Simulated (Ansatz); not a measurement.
# AlH3O2: the cost of one run

All numbers below are computed with Ansatz 0.2.0 (RKS B3LYP/6-31G*).

## (1) The structure to begin with

Bond lengths: Al1–H2 1.560 Å, Al1–O3 1.780 Å, O3–H4 1.010 Å, Al1–O5 1.780 Å, O5–H6 1.010 Å. Angles: H2–Al1–O3 120.0°, H2–Al1–O5 120.0°, O3–Al1–O5 120.0°, Al1–O3–H4 109.5°, Al1–O5–H6 109.5°.

Coordinates:

```xyz
6

Al    0.0000    0.0000    0.0000
H     0.0000    0.0000    1.5600
O     1.5415    0.0000   -0.8900
H     1.8414   -0.9519   -1.0449
O    -1.5415    0.0000   -0.8900
H    -2.0512   -0.8467   -0.6815
```

## (2) Relaxing the start

input.yaml reads:

```yaml
crystal:
  periodic: [false, false, false]
  atoms:
    - { symbol: Al, position_ang: [0.0, 0.0, 0.0] }
    - { symbol: H, position_ang: [0.0, 0.0, 1.56] }
    - { symbol: O, position_ang: [1.5415, 0.0, -0.89] }
    - { symbol: H, position_ang: [1.8414, -0.9519, -1.0449] }
    - { symbol: O, position_ang: [-1.5415, 0.0, -0.89] }
    - { symbol: H, position_ang: [-2.0512, -0.8467, -0.6815] }
basis:
  gaussian: { orbitals: "6-31G*" }
hamiltonian:
  xc: b3lyp
relax:
  f_tol: 0.02
  max_steps: 40
```

On the command line:

```
$ ansatz run input.yaml --threads 1 --pin off --max-ram 2048MiB --backend cpu --events-out ev --progress --plain --runs-dir out
```

Q: Estimate wall time and peak memory on 1 thread of Arm Neoverse V1, shared host.

About 13 s, with a peak of 0.1 GiB.
